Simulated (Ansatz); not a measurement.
Consider the atomization: `FCC1=CS1` → 3 C• + F• + 3 H• + S•.

Gas-phase electronic energies from Ansatz, PBE0-D4/def2-TZVP geometries. CCSD(T)/CBS adds triple-zeta CCSD(T) − MP2 to the extrapolated MP2 energy (def2 sets, frozen cores). This one scheme is used for every species, atoms too. Functionals use def2-TZVPP. B3LYP here is the variant with VWN-RPA as its local correlation; programs differ in this. No spin–orbit coupling; open shells (•) take unrestricted orbitals. Spin–orbit coupling would lower the free atoms: a little for C, F, S. One conformer a species, not always the lowest.

`FCC1=CS1`:

Z-matrix (Å, degrees):
```
C
C 1 1.463
F 1 1.376 2 111.1
H 1 1.096 2 109.6 3 -119.3
H 1 1.094 2 109.8 3 120.3
S 2 1.843 1 138.1 3 59.5
C 2 1.276 1 152.7 3 -134.0
H 7 1.076 2 150.9 1 4.7
```

| level | ΔE (kcal/mol) | difference from CCSD(T)/CBS |
| --- | --- | --- |
| LDA (SPW92) | 892.4 | 143.3 |
| PBE-D4 | 786.0 | 36.9 |
| revPBE-D4 | 761.5 | 12.4 |
| r2SCAN-D4 | 755.6 | 6.5 |
| PBE0-D4 | 761.6 | 12.5 |
| r2SCAN0-D4 | 737.2 | -11.9 |
| BHLYP-D4 | 714.3 | -34.8 |
| ωB97X-V | 752.1 | 3.0 |
| ωB97M-V | 754.6 | 5.5 |
| BLYP | 746.2 | -2.9 |
| B3LYP | 742.7 | -6.4 |
| SCS-MP2/def2-TZVPP | 739.3 | -9.8 |
| CCSD/def2-TZVPP | 708.4 | -40.7 |
| CCSD(T)/def2-TZVPP | 726.2 | -22.9 |
| SCS-MP2/def2-QZVPP | 754.1 | 5.0 |
| CCSD/CBS(def2) | 731.3 | -17.8 |
| CCSD(T)/CBS | 749.1 | 0 |

Largest T1 diagnostic among the species: 0.012.

In def2-TZVPP, CCSD(T) changes the Hartree–Fock value by +214.2 kcal/mol (the triples alone add +17.8 kcal/mol) and MP2 by +240.2 kcal/mol; breaking electron pairs costs correlation energy, which Hartree–Fock lacks. From r2SCAN to r2SCAN0 (25 % exact exchange), in def2-TZVPP and without D4, ΔE moves by −18.6 kcal/mol: exact exchange takes away binding that semilocal exchange gives to molecules.

For atomizations the MP2-based limit and the directly extrapolated one differ by several kJ/mol either way, and by 10 to 25 for some Ge, Se and Sn compounds, so smaller differences from it don't rank the levels.
